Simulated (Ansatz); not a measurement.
Cost and result for the atomization energy of C2H6O3, SMILES `CC(O)(O)O` (11 atoms, 10 bonds).

```xyz
11

C     0.9492   -0.6046   -0.2931
C    -0.3331    0.1428    0.0159
O    -0.0809    0.9381    1.1401
O    -1.4090   -0.7111    0.2405
O    -0.7722    0.9168   -1.0542
H     1.7608    0.0971   -0.4937
H     0.7900   -1.2367   -1.1656
H     1.2447   -1.2226    0.5566
H    -0.9030    1.4080    1.3243
H    -1.1752   -1.2704    0.9863
H    -0.0715    1.5426   -1.2570
```

Charge 0, multiplicity 1. Geometry: relaxed with PBE0-D4/def2-TZVP. It is one conformer, not always the lowest. Program: Ansatz. All runs use 4 threads of an AMD EPYC 9R45 on a shared host. Times are those of one run each, without the atoms' runs, and a repeat can differ threefold. Electronic energies, without spin–orbit coupling; frozen cores. CCSD(T)/CBS adds CCSD(T) − MP2 in def2-TZVPP to the MP2 limit, and its time is that of the two runs behind it. T1 = 0.011. B3LYP takes the VWN-RPA correlation (the form of Gaussian; ORCA's B3LYP/G).

CCSD(T)/CBS is a level of theory with its own doubt, some kJ/mol a heavy atom from the limit and from the frozen cores, so smaller differences don't rank the functionals.

```
                             level  functions  wall time
   PBE-D4/def2-TZVPP (with forces)        239      0.9 s
                PBE0-D4/def2-TZVPP        239     0.95 s
 B3LYP-D4/def2-TZVPP (with forces)        239      1.4 s
r2SCAN-D4/def2-TZVPP (with forces)        239      1.4 s
                 B2PLYP/def2-TZVPP        239      1.8 s
                ωB97X-V/def2-TZVPP        239      2.2 s
  ωB97M-V/def2-TZVPP (with forces)        239        3 s
                    MP2/def2-QZVPP        465      7.5 s
                CCSD(T)/def2-TZVPP        239       41 s
                 CCSD(T)/CBS(def2)          –       49 s
```

(1) What atomization energy does each give, and how far from CCSD(T)/CBS? (An estimate is asked.)

Answers

(1) The calculation gave: 
| level | atomization (kcal/mol) | difference from CCSD(T)/CBS | per bond |
| --- | --- | --- | --- |
| PBE-D4/def2-TZVPP (with forces) | 1057.5 | 24.8 | 2.5 |
| PBE0-D4/def2-TZVPP | 1029.3 | -3.4 | -0.3 |
| B3LYP-D4/def2-TZVPP (with forces) | 1024.7 | -8.0 | -0.8 |
| r2SCAN-D4/def2-TZVPP (with forces) | 1032.0 | -0.7 | -0.1 |
| B2PLYP/def2-TZVPP | 1017.0 | -15.7 | -1.6 |
| ωB97X-V/def2-TZVPP | 1030.6 | -2.1 | -0.2 |
| ωB97M-V/def2-TZVPP (with forces) | 1033.6 | 0.9 | 0.1 |
| MP2/def2-QZVPP | 1045.6 | 12.9 | 1.3 |
| CCSD(T)/def2-TZVPP | 1003.7 | -29.0 | -2.9 |
| CCSD(T)/CBS(def2) | 1032.7 | 0.0 | 0.0 |

The D4 term adds +6.5 kcal/mol with B3LYP and +3.3 kcal/mol with PBE0; it sums over pairs of atoms, weighted by their polarisabilities, and B3LYP, whose exchange is more repulsive, gets the larger term. In def2-TZVPP, CCSD(T) changes the Hartree–Fock value by +293.9 kcal/mol (the triples alone add +17.5 kcal/mol) and MP2 by +318.8 kcal/mol; breaking electron pairs costs correlation energy, which Hartree–Fock lacks. From PBE to PBE0 (25 % exact exchange), in def2-TZVPP and without D4, the atomization energy moves by −27.5 kcal/mol: exact exchange takes away binding that semilocal exchange gives to molecules.
